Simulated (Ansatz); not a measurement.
**AlP+ (quartet): the correlation ladder, cc-pVTZ**

The task here is to estimate one member of a computed series from the others.

Method: cc-pVTZ, core rule «outside noble gas», up to 10 orbitals frozen; program: Ansatz 0.2.0, Gaussian basis.

The runs, in order: UHF; CCSD(T) on ROHF; CCSD(T) on UHF; BCCD(T) on ROHF; CISD; CCSDT(Q) on ROHF; CCSDT(Q) on UHF.

15 further runs of the same task are left out: 7 for a known fault of the program, 1 that didn't finish, 7 set aside as unsound or not needed.

## The system

The geometry is a PBE0/def2-TZVP stationary point (not a proven minimum).

2 atoms, charge 1, spin multiplicity 4.

Atoms are counted from 1 here; the program's logs count them from 0.

Bond lengths: Al1–P2 2.460 Å.

The first run:

File in.yaml:

```yaml
crystal:
  periodic: [false, false, false]
  atoms:
    - {symbol: Al, position_ang: [0.000000, 0.000000, 0.000000]}
    - {symbol: P, position_ang: [0.000000, 0.000000, 2.459800]}
basis:
  gaussian: {orbitals: cc-pVTZ}
total_charge: 1
magnetization: {spin_polarized: true, initial_magnetization: 3}
hamiltonian: {xc: hf}
output: {orbitals: {seedname: orbitals}}
```

Command:

```sh
ansatz run in.yaml --threads 1 --pin off --events-out ev --progress --plain --max-ram 2393MiB
```

Among the steps run: UHF; CCSD(T) on ROHF; CCSD(T) on UHF; BCCD(T) on ROHF; CISD; CCSDT(Q) on ROHF; CCSDT(Q) on UHF.

One table of the session follows, with a row left open; its other results are not shown here.

| method | from UCCSDT(Q) (meV) |
| --- | --- |
| ROHF | +4541.4 |
| UHF | +4336.2 |
| RMP2 | +997.2 |
| UMP2 | +1012.0 |
| CISD | +405.5 |
| RCCSD | +244.0 |
| UCCSD | +238.5 |
| RCCSD(T) | +49.4 |
| UCCSD(T) | +48.0 |
| BCCD(T) | +49.0 |
| RCCSDT | ? |
| UCCSDT | +10.4 |
| RCCSDT(Q) | +2.3 |
| UCCSDT(Q) | 0 |

**Question.** Estimate the row for RCCSDT.

As computed: from UCCSDT(Q) (meV): +12.4. In the column «from UCCSDT(Q) (meV)» it lies between UCCSDT (+10.4) and UCCSD(T) (+48.0).

To keep in mind: Restricted and unrestricted rows rest on different reference determinants; where their highest levels disagree by more than a few hundredths of an eV, they describe different states and don't form one ladder.
